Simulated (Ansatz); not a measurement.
`FC=C=S`. The species carries charge 0 and has multiplicity 1. All single points use the PBE0-D4/def2-TZVP geometry.

```xyz
5

F     1.257   -1.062    0.387
C     0.535    0.053    0.209
C    -0.689    0.017   -0.262
S    -2.135    0.016   -0.814
H     1.032    0.975    0.480
```

What is the dipole moment at r2SCAN/def2-TZVPP? (Best estimate.)

The calculation gave: 1.13 D, with components (-0.06, 1.12, 0.07) D in this frame, pointing from negative to positive charge.

And with PBE, B3LYP, ωB97M-V? (Best estimate.)

Computed: PBE 1.08 D, B3LYP 1.19 D, ωB97M-V 1.19 D.

Give the Mulliken charges with r2SCAN, B3LYP, ωB97M-V in def2-TZVPP. (Estimate.)

Computed: 
```tsv
atom	r2SCAN	B3LYP	ωB97M-V
F1	-0.19	-0.19	-0.19
C2	0.10	0.10	0.08
C3	0.03	0.05	0.03
S4	-0.05	-0.07	-0.04
H5	0.11	0.12	0.12
```

B3LYP here is the variant with VWN-RPA as its local correlation; programs differ in this.
